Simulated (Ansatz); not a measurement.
# SiF+ (singlet): from Hartree-Fock to the top rungs, 6-31G

An exercise on one series of results from a longer session: the logs are not shown, and one member is left open.

Program: Ansatz 0.2.0, Gaussian basis. Level of theory: 6-31G, core rule «outside noble gas», up to 6 orbitals frozen. These are calculated values, not measurements.

Plan: UHF; CCSD(T) on RHF; BCCD(T) on RHF; CISD; CCSDT(Q) on RHF; CISDTQ; CCSDTQ on RHF; Full CI.

13 further runs of the same task are left out: 4 for a known fault of the program, 4 that didn't finish, 5 set aside as unsound or not needed.

**What is computed**

The geometry is a PBE0/def2-TZVP stationary point (not a proven minimum) of the parent state, kept for this charge and spin.

2 atoms, charge 1, spin multiplicity 1.

Atoms are counted from 1 here; the program's logs count them from 0.

Bond lengths: Si1–F2 1.555 Å.

The first run:

in.yaml reads:

```yaml
crystal:
  periodic: [false, false, false]
  atoms:
    - {symbol: Si, position_ang: [0.000000, 0.000000, 0.000000]}
    - {symbol: F, position_ang: [0.000000, 0.000000, 1.554800]}
basis:
  gaussian: {orbitals: 6-31G}
total_charge: 1
magnetization: {spin_polarized: true, initial_magnetization: 0}
hamiltonian: {xc: hf}
output: {orbitals: {seedname: orbitals}}
```

Run with:

```bash
ansatz run in.yaml --threads 1 --pin off --events-out ev --progress --plain --max-ram 2393MiB
```

Steps of the session up to this table: UHF; CCSD(T) on RHF; BCCD(T) on RHF; CISD; CCSDT(Q) on RHF; CISDTQ; CCSDTQ on RHF; Full CI.

One of the session's tables, all rows but one given; the rest of the session is left out.

It belongs to the step «Misses and costs». 

| method | from FCI (meV) |
| --- | --- |
| RHF | +4844.4 |
| RMP2 | +320.0 |
| CISD | +401.5 |
| RCCSD | +128.5 |
| RCCSD(T) | ? |
| BCCD(T) | +6.6 |
| RCCSDT | +14.4 |
| CISDTQ | +18.6 |
| RCCSDT(Q) | -4.2 |
| RCCSDTQ | -0.9 |
| FCI | 0 |

**Question.** Estimate the row for RCCSD(T).

As computed: from FCI (meV): +18.0. In the column «from FCI (meV)» it lies between RCCSDT (+14.4) and CISDTQ (+18.6).

Limits of these values: RCCSDT(Q) falls below full CI, which methods that aren't variational can do.
